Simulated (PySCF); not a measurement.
Simulated outer-valence photoelectron spectrum of vinylsilane, `C=C[SiH3]`. Theory: EOM-IP-CCSD/aug-cc-pVDZ in PySCF, restricted Hartree–Fock reference, frozen core, non-relativistic, gas phase, PBE0-D3(BJ)/def2-SVP geometry.

Each root has a Gaussian of 0.4 eV full width with its one-hole share as area; cross sections and vibrations are left out, and the highest printed point is 100.

| ionisation energy (eV) | intensity |
| --- | --- |
| 9.8 | 0 |
| 10.0 | 8 |
| 10.2 | 47 |
| 10.4 | 66 |
| 10.6 | 23 |
| 10.8 | 2 |
| 11.0 | 8 |
| 11.2 | 45 |
| 11.4 | 66 |
| 11.6 | 24 |
| 11.8 | 4 |
| 12.0 | 22 |
| 12.2 | 75 |
| 12.4 | 100 |
| 12.6 | 71 |
| 12.8 | 19 |
| 13.0 | 1 |
| 13.2 | 0 |
| 13.4 | 0 |
| 13.6 | 1 |
| 13.8 | 16 |
| 14.0 | 59 |
| 14.2 | 55 |
| 14.4 | 13 |
| 14.6 | 1 |
| 14.8 | 0 |
| 15.0 | 0 |
| 15.2 | 8 |
| 15.4 | 45 |
| 15.6 | 64 |
| 15.8 | 23 |
| 16.0 | 2 |
| 16.2 | 0 |
| 16.4 | 0 |
| 16.6 | 0 |
| 16.8 | 0 |
| 17.0 | 1 |
| 17.2 | 13 |
| 17.4 | 53 |
| 17.6 | 54 |
| 17.8 | 14 |
| 18.0 | 1 |

Problem. Where are the maxima, and how many lines lie under the curve?

Solution. 6 maxima, at 10.4, 11.4, 12.4, 14.1, 15.6 and 17.5 eV, from 7 lines. At this width some lines have no maximum of their own.

Problem. List the lines with their holes.

Solution. 
```json
{"E (eV)": "10.35", "leading hole (HF orbital)": "HOMO", "area": "0.96", "Koopmans (eV)": "10.33"}
{"E (eV)": "11.35", "leading hole (HF orbital)": "HOMO-1", "area": "0.95", "Koopmans (eV)": "12.31"}
{"E (eV)": "12.26", "leading hole (HF orbital)": "HOMO-2", "area": "0.95", "Koopmans (eV)": "12.91"}
{"E (eV)": "12.53", "leading hole (HF orbital)": "HOMO-3", "area": "0.94", "Koopmans (eV)": "13.15"}
{"E (eV)": "14.09", "leading hole (HF orbital)": "HOMO-4", "area": "0.94", "Koopmans (eV)": "15.38"}
{"E (eV)": "15.55", "leading hole (HF orbital)": "HOMO-5", "area": "0.93", "Koopmans (eV)": "17.01"}
{"E (eV)": "17.50", "leading hole (HF orbital)": "HOMO-6", "area": "0.88", "Koopmans (eV)": "19.18"}
```

The widest gap, 1.95 eV, lies between 15.55 and 17.50 eV. Only orbitals with −ε under 21 eV, eight at most, were ionised, so the high end of the curve may lack lines.
